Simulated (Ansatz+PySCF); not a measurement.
Results of a calculation; reference values are marked as such.
## PySCF 2.14.0 run

```python
from pyscf import gto, scf, mp

mol = gto.M(atom="""
H 0.906740 1.254920 -2.200000
H 0.906740 -1.209000 -2.200000
H -0.941180 -1.209000 -2.200000
C -0.017220 0.690140 -2.200000
C -0.017220 -0.644220 -2.200000
H -0.941180 1.254920 2.200000
H 0.906740 1.254920 2.200000
H 0.906740 -1.209000 2.200000
H -0.941180 -1.209000 2.200000
C -0.017220 0.690140 2.200000
C -0.017220 -0.644220 2.200000
""", basis='cc-pvtz', charge=0, spin=1)
mf = scf.UHF(mol)
mf.kernel()
pt = mp.MP2(mf, frozen=4).run()
print(mf.e_tot, pt.e_corr, pt.e_tot)
```

The script is written out from the run's settings.

Results

```yaml
Converged: yes
Reference_energy: -155.47962 hartree
Correlation_energy: -0.61781 hartree
Total_energy: -156.09743 hartree
Spin_squared_of_the_determinant: 1.008
```

Caution: bonds are stretched, where a single reference can fail; the unrestricted determinant is spin contaminated.
